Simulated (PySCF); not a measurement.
C2H5Cl, charge -1, doublet, geometry from GFN2-xTB of the parent state (a state made from the parent by changing its charge; the spin is typed, not shown lowest) (a gas-phase anion, which may not be bound at this level); PySCF with HF/STO-3G.

Input for PySCF:
```python
from pyscf import gto, scf

mol = gto.M(
    atom='''
C    -0.005783    0.814080    0.003881
C     1.499375    0.645713    0.011974
Cl   -0.816446   -0.780030   -0.008581
H    -0.355827    1.333082    0.895817
H    -0.345282    1.341658   -0.887099
H     1.972005    1.625798    0.019483
H     1.818341    0.096360    0.894178
H     1.828785    0.104853   -0.871640
''',
    basis='sto-3g',
    charge=-1,
    spin=1,
    verbose=5,
)

mf = scf.ROHF(mol)
mf.kernel()
```

It wrote (shortened):

```
PySCF version 2.14.0

[INPUT] verbose = 5
[INPUT] max_memory = 4000
[INPUT] num. atoms = 8
[INPUT] num. electrons = 35
[INPUT] charge = -1
[INPUT] spin (= nelec alpha-beta = 2S) = 1
[INPUT] symmetry False subgroup None
[INPUT] Mole.unit = angstrom
[INPUT] Symbol           X                Y                Z      unit          X                Y                Z       unit  Magmom
[...]
[INPUT] ---------------- BASIS SET ----------------
[INPUT] l, kappa, [nprim/nctr], expnt,             c_1 c_2 ...
[INPUT] Cl
[...]
                                109.5358542       0.5353281423
                                29.64467686       0.4446345422
[...]
                                9.053563477       0.3995128261
                                2.944499834       0.7001154689
[...]
                                0.5940934274      0.2255954336
                                0.232524141       0.900398426
[...]
                                9.053563477       0.6076837186
                                2.944499834       0.3919573931
[...]
                                0.5940934274      0.5951670053
                                0.232524141       0.462001012
[INPUT] H
[...]
                                0.62391373        0.53532814
                                0.1688554         0.44463454
[INPUT] C
[...]
                                13.045096         0.53532814
                                3.5305122         0.44463454
[...]
                                0.6834831         0.39951283
                                0.2222899         0.70011547
[...]
                                0.6834831         0.60768372
                                0.2222899         0.39195739

nuclear repulsion = 103.222987038998
number of shells = 16
number of NR pGTOs = 72
number of NR cGTOs = 24
basis = sto-3g
ecp = {}

******** <class 'pyscf.scf.rohf.ROHF'> ********
method = ROHF
initial guess = minao
damping factor = 0
level_shift factor = 0
DIIS = <class 'pyscf.scf.diis.CDIIS'>
diis_start_cycle = 1
diis_space = 8
diis_damp = 0
SCF conv_tol = 1e-09
SCF conv_tol_grad = None
SCF max_cycles = 50
direct_scf = True
direct_scf_tol = 1e-13
num. doubly occ = 17  num. singly occ = 1
Set gradient conv threshold to 3.16228e-05
E1 = -934.8927239486056  E2 = 299.47714308643907  Ecoul = 339.2264272782176  Exc = -39.74928419177854
init E= -532.192593823168
cond(S) = 11.610005394078167
[...]
                  Roothaan           | alpha              | beta
  Highest 2-occ = -0.346961179941789 | -0.346961179941785 | -0.346961179941785
  Lowest 0-occ =   0.526886240081069 |  0.526886240081069 |  0.526886240081069
  1-occ =           0.21907434449906 |  0.219074344499061 |  0.219074344499061
  Roothaan mo_energy =
[-103.9478297   -11.1149126   -11.11214536  -10.59561264   -8.03511411
   -8.03316097   -8.03314605   -1.46261691   -1.14376689   -0.91659592
   -0.5930856    -0.58402      -0.50539524   -0.44929876   -0.41806579
   -0.3548013    -0.34696118    0.21907434    0.52688624    0.54390269
    0.57541471    0.59684381    0.63891631    0.67418983]
E1 = -952.9392019123011  E2 = 317.77619333227847  Ecoul = 358.19759502377383  Exc = -40.42140169149536
cycle= 1 E= -531.940021541024  delta_E= 0.253  |g|= 0.267  |ddm|= 2.74
[...]
                  Roothaan           | alpha              | beta
  Highest 2-occ = 0.0264077185398615 | 0.0183203414312672 | 0.0344950956484747
  Lowest 0-occ =   0.892936846672887 |  0.889548104738101 |  0.896325588607591
  1-occ =          0.611401355868773 |  0.329427582448112 |  0.888936049626704
  Roothaan mo_energy =
[-1.03080980e+02 -1.07969270e+01 -1.05540445e+01 -9.80444246e+00
 -7.24631806e+00 -7.24363290e+00 -7.24360247e+00 -7.36521312e-01
 -6.07531272e-01 -4.80822475e-01 -3.36443029e-01 -3.27156914e-01
 -1.98967204e-01 -1.97001076e-01 -7.31485479e-02  2.60116364e-02
  2.64077185e-02  6.11401356e-01  8.92936847e-01  9.11102215e-01
  9.43210201e-01  1.03222355e+00  1.05456446e+00  1.09423341e+00]
E1 = -951.6889654089039  E2 = 316.4923709990294  Ecoul = 356.8632583873171  Exc = -40.37088738828771
cycle= 2 E= -531.973607370876  delta_E= -0.0336  |g|= 0.0432  |ddm|= 0.464
[...]
                  Roothaan           | alpha              | beta
  Highest 2-occ = -0.00524618717976377 | -0.0140457895682158 | 0.00361989424806837
  Lowest 0-occ =   0.885022537625803 |  0.881317583195129 |   0.88874607123025
  1-occ =          0.551339056296037 |  0.273124326220846 |   0.83827905876964
  Roothaan mo_energy =
[-1.03131176e+02 -1.08103249e+01 -1.06840857e+01 -9.85091923e+00
 -7.29304131e+00 -7.29005496e+00 -7.29001730e+00 -7.51463069e-01
 -6.32847349e-01 -5.01831395e-01 -3.45414271e-01 -3.23821013e-01
 -2.30815881e-01 -2.21083782e-01 -1.18861544e-01 -6.32342278e-03
 -5.24618718e-03  5.51339056e-01  8.85022538e-01  9.14597311e-01
  9.39992646e-01  1.00196148e+00  1.02415212e+00  1.06439964e+00]
E1 = -951.6954351359088  E2 = 316.497241775358  Ecoul = 356.8660747655368  Exc = -40.36883299017876
cycle= 3 E= -531.975206321552  delta_E= -0.0016  |g|= 0.0177  |ddm|= 0.134
[...]
                  Roothaan           | alpha              | beta
  Highest 2-occ = -0.0101202877709832 | -0.0177570643548427 | 0.00097840716419047
  Lowest 0-occ =   0.888220772212005 |  0.885376571408312 |   0.89191204799273
  1-occ =           0.55881990635963 |  0.280368327692693 |  0.843681415021415
  Roothaan mo_energy =
[-1.03144899e+02 -1.08119168e+01 -1.06636133e+01 -9.86269145e+00
 -7.30479919e+00 -7.30184994e+00 -7.30180967e+00 -7.47605070e-01
 -6.34022153e-01 -4.98404765e-01 -3.42732147e-01 -3.22973753e-01
 -2.26427436e-01 -2.16401021e-01 -1.21891179e-01 -1.14104830e-02
 -1.01202878e-02  5.58819906e-01  8.88220772e-01  9.16904391e-01
  9.41548180e-01  1.00925629e+00  1.03127168e+00  1.07119855e+00]
E1 = -951.6312041040574  E2 = 316.43285993906164  Ecoul = 356.7990104874524  Exc = -40.36615054839075
cycle= 4 E= -531.975357125997  delta_E= -0.000151  |g|= 0.00293  |ddm|= 0.0279
[...]
                  Roothaan           | alpha              | beta
  Highest 2-occ = -0.0108642707496909 | -0.0200566935005553 | -0.00110379500713988
  Lowest 0-occ =   0.889713252638297 |  0.886130481671074 |  0.892801439863409
  1-occ =          0.558675608812962 |  0.277689872806119 |  0.839749791475948
  Roothaan mo_energy =
[-1.03146512e+02 -1.08071046e+01 -1.06640386e+01 -9.86412414e+00
 -7.30624546e+00 -7.30328646e+00 -7.30324692e+00 -7.46541674e-01
 -6.33889439e-01 -4.98485747e-01 -3.41380432e-01 -3.21652465e-01
 -2.25482173e-01 -2.16351367e-01 -1.22284541e-01 -1.20583121e-02
 -1.08642707e-02  5.58675609e-01  8.89713253e-01  9.18253931e-01
  9.43551868e-01  1.01063633e+00  1.03105974e+00  1.07137530e+00]
E1 = -951.6215690914662  E2 = 316.42321849709145  Ecoul = 356.78897074080294  Exc = -40.36575224371148
cycle= 5 E= -531.975363555376  delta_E= -6.43e-06  |g|= 0.000567  |ddm|= 0.00625
[...]
                  Roothaan           | alpha              | beta
  Highest 2-occ = -0.0109521810344277 | -0.0204421476647584 | -0.00141913230569325
  Lowest 0-occ =   0.889569336539648 |  0.886200445546903 |  0.892856209679365
  1-occ =          0.558554366264175 |  0.277708888460051 |  0.839489008570068
  Roothaan mo_energy =
[-1.03146633e+02 -1.08079614e+01 -1.06641599e+01 -9.86423546e+00
 -7.30635862e+00 -7.30339710e+00 -7.30335764e+00 -7.46747663e-01
 -6.33987873e-01 -4.98668165e-01 -3.41503823e-01 -3.21781806e-01
 -2.25706854e-01 -2.16486616e-01 -1.22366363e-01 -1.21592853e-02
 -1.09521810e-02  5.58554366e-01  8.89569337e-01  9.18050134e-01
  9.43408195e-01  1.01035286e+00  1.03088753e+00  1.07120873e+00]
E1 = -951.6213560692704  E2 = 316.423005265568  Ecoul = 356.78877391803184  Exc = -40.36576865246383
cycle= 6 E= -531.975363764704  delta_E= -2.09e-07  |g|= 0.000103  |ddm|= 0.00125
[...]
                  Roothaan           | alpha              | beta
  Highest 2-occ = -0.0109997445458749 | -0.0205024886539705 | -0.00147056708217635
  Lowest 0-occ =   0.889614123885011 |  0.886282460945961 |  0.892939310345102
  1-occ =          0.558559894691123 |  0.277709315602706 |  0.839444198615073
  Roothaan mo_energy =
[-1.03146733e+02 -1.08078523e+01 -1.06641063e+01 -9.86432391e+00
 -7.30644704e+00 -7.30348520e+00 -7.30344574e+00 -7.46716800e-01
 -6.34001685e-01 -4.98659358e-01 -3.41465246e-01 -3.21727520e-01
 -2.25667750e-01 -2.16462492e-01 -1.22409468e-01 -1.22059972e-02
 -1.09997445e-02  5.58559895e-01  8.89614124e-01  9.18101406e-01
  9.43451303e-01  1.01040601e+00  1.03091296e+00  1.07124440e+00]
E1 = -951.6209574344913  E2 = 316.42260662350316  Ecoul = 356.7883695860267  Exc = -40.36576296252355
cycle= 7 E= -531.97536377199  delta_E= -7.29e-09  |g|= 1.04e-05  |ddm|= 0.000273
[...]
                  Roothaan           | alpha              | beta
  Highest 2-occ = -0.0109993002873685 | -0.0205155167730771 | -0.00148218865860266
  Lowest 0-occ =   0.889612917577428 |  0.886284024018627 |  0.892940899076774
  1-occ =            0.5585584152623 |  0.277692525610298 |  0.839424956875948
  Roothaan mo_energy =
[-1.03146732e+02 -1.08078556e+01 -1.06641113e+01 -9.86432279e+00
 -7.30644592e+00 -7.30348410e+00 -7.30344464e+00 -7.46718498e-01
 -6.34002670e-01 -4.98660075e-01 -3.41466062e-01 -3.21729510e-01
 -2.25669573e-01 -2.16463569e-01 -1.22410136e-01 -1.22056507e-02
 -1.09993003e-02  5.58558415e-01  8.89612918e-01  9.18098823e-01
  9.43449396e-01  1.01040213e+00  1.03090997e+00  1.07124250e+00]
E1 = -951.6209480956173  E2 = 316.42259728448755  Ecoul = 356.78836077830033  Exc = -40.36576349381278
cycle= 8 E= -531.975363772131  delta_E= -1.42e-10  |g|= 3.01e-06  |ddm|= 5.05e-05
[...]
                  Roothaan           | alpha              | beta
  Highest 2-occ = -0.0109994860770979 | -0.0205161708085715 | -0.00148280134562377
  Lowest 0-occ =   0.889613280291992 |  0.886284765249921 |  0.892941795334058
  1-occ =           0.55855799064462 |  0.277691744015065 |  0.839424270080116
  Roothaan mo_energy =
[-1.03146732e+02 -1.08078546e+01 -1.06641121e+01 -9.86432306e+00
 -7.30644619e+00 -7.30348437e+00 -7.30344491e+00 -7.46718366e-01
 -6.34002661e-01 -4.98660422e-01 -3.41465749e-01 -3.21728895e-01
 -2.25669641e-01 -2.16463867e-01 -1.22410262e-01 -1.22057786e-02
 -1.09994861e-02  5.58557991e-01  8.89613280e-01  9.18099276e-01
  9.43450005e-01  1.01040224e+00  1.03090927e+00  1.07124226e+00]
E1 = -951.6209488787473  E2 = 316.4225980676053  Ecoul = 356.7883616285439  Exc = -40.3657635609386
Extra cycle  E= -531.975363772144  delta_E= -1.23e-11  |g|= 1.22e-06  |ddm|= 1.35e-05
converged SCF energy = -531.975363772144
```
